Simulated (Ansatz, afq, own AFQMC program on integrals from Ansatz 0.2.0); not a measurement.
Two steps: Ansatz 0.2.0 writes the Fock matrix and Cholesky factors of the valence space, and afq projects on them the lowest state that overlaps trial and start.

```yaml
crystal:
  periodic: [false, false, false]
  atoms:
    - {symbol: Co, position_ang: [0.000000, 0.000000, 0.000000]}
basis:
  gaussian: {orbitals: def2-TZVPP}
total_charge: 1
magnetization: {spin_polarized: true, initial_magnetization: 4}
correlation: {method: ccsd_t, electrons: outside_noble_gas, hamiltonian_folder: ham}
```

```sh
$ ansatz run in.yaml --threads 1 --pin off --events-out ev --progress --plain --max-ram 15360MiB --backend cuda --devices 0, --max-vram 18GiB
```

afq runs on the folder ham with

```
--method free --trial cisd --walkers 3400 --time-step 0.03 --max-blocks 4000 --target-error 0.00034 --factor-cut 1e-05 --seed 2238 --times 0,0.3,0.6,1.2,1.8,2.4,3.6,4.8,6 --taylor-order 8
```

Times are imaginary, in 1/Eh. The walk had a cap of 121 s.

afq prints:

```
orbitals 55  electrons 6 2  factors 428 of 451
reference energy -1381.15118298 Eh
CCSD correlation -0.19987635 Eh in 9 cycles, weight of the determinant in the CISD state 0.9656
repeat  energy at the last time / Eh  error
    10  -1381.355294  0.000173
    20  -1381.355431  0.000141
    30  -1381.355498  0.000107
time / (1/Eh)  energy / Eh  error  mean overlap
  0.00  -1381.351105  0.000013  1.0358
  0.30  -1381.354768  0.000023  1.0342
  0.60  -1381.355213  0.000031  1.0320
  1.20  -1381.355425  0.000030  1.0289
  1.80  -1381.355590  0.000046  1.0207
  2.40  -1381.355619  0.000063  1.0120
  3.60  -1381.355613  0.000064  1.0059
  4.80  -1381.355522  0.000092  1.0010
  6.00  -1381.355492  0.000104  0.9869
energy -1381.355492 +/- 0.000104 Eh
```

The run passed its tests (error under three times the target), which doesn't prove that it has relaxed.

Against this walk (error 2.8 meV) on the same determinant: CCSD(T) 0.0 meV lower (within the noise), CCSDT(Q) 2.2 meV lower (within the noise). The error is statistical, and a free projection of finite length keeps a remainder of its start. None of these is a sure reference here.

Cautions: remainder of the start not in the error; no relativity below Rb; outer-core shells of the metal frozen; another spin lies lower; CCSDT(Q) on the ROHF determinant differs (144 meV higher), by its state or its frozen core.

The walk took 75 s on 1 × NVIDIA H100 80GB HBM3 with 2 threads of AMD EPYC 7R13 Processor (Zen 3) (shared host) (the card was shared). The log's last line is the free-projection energy.

CCSDT and higher add their correlation energy to the determinant of the CCSD(T) run, since their own runs factorise the integrals more tightly (a shift of under 2 meV). A walk keeps the symmetry of its determinant, which the program's search chose and which needn't be the lowest solution, so a lower state of the same spin and another symmetry isn't excluded.
